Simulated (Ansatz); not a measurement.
**VCl3: the relaxed shape and its frontier levels**

Aim: characterise VCl3 as a triplet: its structure, frontier levels and distribution of charge and spin.

Method: UKS PBE0-D4/def2-TZVP; program: Ansatz 0.2.0, Gaussian basis.

Levels to be run: relaxation at r2SCAN-D4/def2-SVP; a search for the lowest solution at PBE0-D4/def2-SVP; a single point at PBE0-D4/def2-TZVP; harmonic vibrations at r2SCAN-D4/def2-SVP.

## (1) The system as given

4 atoms, charge 0, spin multiplicity 3.

Atoms are counted from 1 here; the program's logs count them from 0.

Bond lengths: V1–Cl2 1.974 Å, V1–Cl3 2.069 Å, V1–Cl4 1.974 Å. Angles: Cl2–V1–Cl3 112.9°, Cl2–V1–Cl4 134.4°, Cl3–V1–Cl4 112.7°.

Formally the metal is d2. No spin-orbit coupling is included.

The start is a GFN2-xTB geometry.

## (2) Optimising with r2SCAN-D4/def2-SVP

The input, in.yaml:

```yaml
crystal:
  periodic: [false, false, false]
  atoms:
    - {symbol: V, position_ang: [0.066400, -0.117150, 0.001270]}
    - {symbol: Cl, position_ang: [2.028390, 0.101760, 0.010750]}
    - {symbol: Cl, position_ang: [-0.945980, 1.687660, -0.014650]}
    - {symbol: Cl, position_ang: [-1.148810, -1.672270, 0.002630]}
basis:
  gaussian: {orbitals: def2-SVP}
magnetization: {spin_polarized: true, initial_magnetization: 2}
hamiltonian: {xc: r2scan, dispersion: d4}
scf: {omitted_lower_state_checks: [starts]}
output: {orbitals: {seedname: orbitals}}
relax: {f_tol: 0.02, max_steps: 100}
```

Run with:

```
$ ansatz run in.yaml --threads 2 --pin off --events-out ev --progress --plain --max-ram 4352MiB
```

After this run come: Searching for the lowest solution, PBE0-D4/def2-SVP; Single point, PBE0-D4/def2-TZVP; Harmonic vibrations.

**Question.** What will the summary of the whole plan be? Wanted: point group; near neighbours of the metal; HOMO, LUMO at PBE0-D4/def2-TZVP; ⟨S²⟩; charge on the metal; spin on the metal; dipole at r2SCAN-D4/def2-SVP; lowest, highest wavenumber.

The runs gave:

| quantity | value |
| --- | --- |
| point group | C2v |
| near neighbours of the metal | Cl 2.15, Cl 2.16, Cl 2.16 Å |
| HOMO, LUMO at PBE0-D4/def2-TZVP (over both spins) | -8.03, -4.15 eV |
| ⟨S²⟩ | 2.024 |
| charge on the metal (Mulliken, PBE0-D4/def2-TZVP) | +1.05 e |
| spin on the metal (Mulliken) | 2.16 |
| dipole at r2SCAN-D4/def2-SVP | 0.53 D |
| lowest, highest wavenumber | 83, 507 cm⁻¹ |

The molecule keeps its bonding pattern by the stored test; the atoms moved 0.17 Å (rms). Of 2 unpaired electrons, 2.16 sit on the metal by Mulliken's count, more than all: the ligands carry opposite spin. The Mulliken charge of the metal, +1.05 e, depends on the basis and isn't its oxidation state. All wavenumbers are real: a minimum at this level. The alpha HOMO lies nearest to V1 58 %; Cl3, Cl4 about 21 % each and the alpha LUMO to V1 82 %; Cl2 11 %. Whether this spin is the lowest isn't tested here.
